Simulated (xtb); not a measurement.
xtb input (GFN2-xTB):

```bash
xtb mol.xyz --gfn 2 --sp --chrg -1 --uhf 0
```
mol.xyz:
```
8

O      0.00099809     0.01389308     1.14711140
C      0.00924645     1.12452499     0.24677396
C     -0.00831003    -1.06235820     0.31731738
C      0.00561935     0.80061591    -1.07178213
C     -0.00608590    -0.66131746    -0.98413576
H      0.01719716     2.05952955     0.79186404
H     -0.01570943    -2.02795876     0.80476096
H     -0.01229172    -1.35150690    -1.82255693
```

End of the output:

```
         :::::::::::::::::::::::::::::::::::::::::::::::::::::
         ::                     SUMMARY                     ::
         :::::::::::::::::::::::::::::::::::::::::::::::::::::
         :: total energy             -14.236444553137 Eh    ::
         :: gradient norm              0.017246297371 Eh/a0 ::
         :: HOMO-LUMO gap              2.830553152084 eV    ::
         ::.................................................::
         :: SCC energy               -14.408940273823 Eh    ::
         :: -> isotropic ES            0.145129432784 Eh    ::
         :: -> anisotropic ES          0.003093202597 Eh    ::
         :: -> anisotropic XC          0.003656889367 Eh    ::
         :: -> dispersion             -0.005394378145 Eh    ::
         :: repulsion energy           0.172495720686 Eh    ::
         :: add. restraining           0.000000000000 Eh    ::
         :: total charge              -1.000000000000 e     ::
         :::::::::::::::::::::::::::::::::::::::::::::::::::::

           -------------------------------------------------
          |                Property Printout                |
           -------------------------------------------------

    * Orbital Energies and Occupations

         #    Occupation            Energy/Eh            Energy/eV
      -------------------------------------------------------------
         1        2.0000           -0.4867868             -13.2461
         2        2.0000           -0.4062093             -11.0535
         3        2.0000           -0.3880303             -10.5588
         4        2.0000           -0.3325436              -9.0490
         5        2.0000           -0.3239141              -8.8142
         6        2.0000           -0.3051463              -8.3035
         7        2.0000           -0.3036201              -8.2619
         8        2.0000           -0.2611112              -7.1052
         9        2.0000           -0.2371488              -6.4531
        10        2.0000           -0.1893529              -5.1526
        11        2.0000           -0.1605756              -4.3695
        12        2.0000           -0.1230697              -3.3489
Note: The following floating-point exceptions are signalling: IEEE_UNDERFLOW_FLAG IEEE_DENORMAL
normal termination of xtb
        13        2.0000           -0.0736272              -2.0035 (HOMO)
        14                          0.0303937               0.8271 (LUMO)
        15                          0.1142085               3.1078
        16                          0.2873452               7.8191
        17                          0.3488203               9.4919
        18                          0.3600301               9.7969
        19                          0.3797847              10.3345
        20                          0.4731756              12.8758
        21                          0.6237594              16.9734
        22                          0.7311279              19.8950
        23                          0.8795162              23.9329
      -------------------------------------------------------------
                  HL-Gap            0.1040209 Eh            2.8306 eV
             Fermi-level           -0.0216167 Eh           -0.5882 eV

     #   Z          covCN         q      C6AA      α(0)
     1   8 O        1.712    -0.357    20.020     6.041
     2   6 C        3.092     0.031    27.212     8.550
     3   6 C        2.958     0.045    26.981     8.520
     4   6 C        2.003    -0.376    43.109    10.603
     5   6 C        3.075    -0.075    29.788     8.948
     6   1 H        0.925    -0.094     5.366     3.623
     7   1 H        0.925    -0.082     4.981     3.490
     8   1 H        0.925    -0.091     5.256     3.585

 Mol. C6AA /au·bohr⁶  :       1134.605867
 Mol. C8AA /au·bohr⁸  :      26975.472020
 Mol. α(0) /au        :         53.361061

Wiberg/Mayer (AO) data.
largest (>0.10) Wiberg bond orders for each atom

 ---------------------------------------------------------------------------
     #   Z sym  total        # sym  WBO       # sym  WBO       # sym  WBO
 ---------------------------------------------------------------------------
     1   8 O    2.260 --     3 C    1.102     2 C    0.947     5 C    0.117
     2   6 C    3.799 --     4 C    1.694     6 H    0.961     1 O    0.947
                             3 C    0.152
     3   6 C    3.884 --     5 C    1.635     1 O    1.102     7 H    0.957
                             2 C    0.152
     4   6 C    3.008 --     2 C    1.694     5 C    1.183
     5   6 C    3.942 --     3 C    1.635     4 C    1.183     8 H    0.966
                             1 O    0.117
     6   1 H    0.991 --     2 C    0.961
     7   1 H    0.993 --     3 C    0.957
     8   1 H    0.992 --     5 C    0.966
 ---------------------------------------------------------------------------

Topologies differ in total number of bonds
Writing topology from bond orders to xtbtopo.mol

molecular dipole:
                 x           y           z       tot (Debye)
 q only:       -0.002      -0.329       0.215
   full:       -0.007      -0.906       0.924       3.291
molecular quadrupole (traceless):
                xx          xy          yy          xz          yz          zz
 q only:        4.414      -0.047      -1.419      -0.005       0.095      -2.994
  q+dip:        4.004      -0.034      -0.514       0.019       3.131      -3.490
   full:        5.082      -0.041      -0.386       0.019       3.280      -4.696

           -------------------------------------------------
          | TOTAL ENERGY              -14.236444553137 Eh   |
          | GRADIENT NORM               0.017246297371 Eh/α |
          | HOMO-LUMO GAP               2.830553152084 eV   |
           -------------------------------------------------

------------------------------------------------------------------------
------------------------------------------------------------------------
 total:
 SCF:
```

It need not be the lowest isomer of its formula. Whether it binds its extra electron was not tested at this geometry.
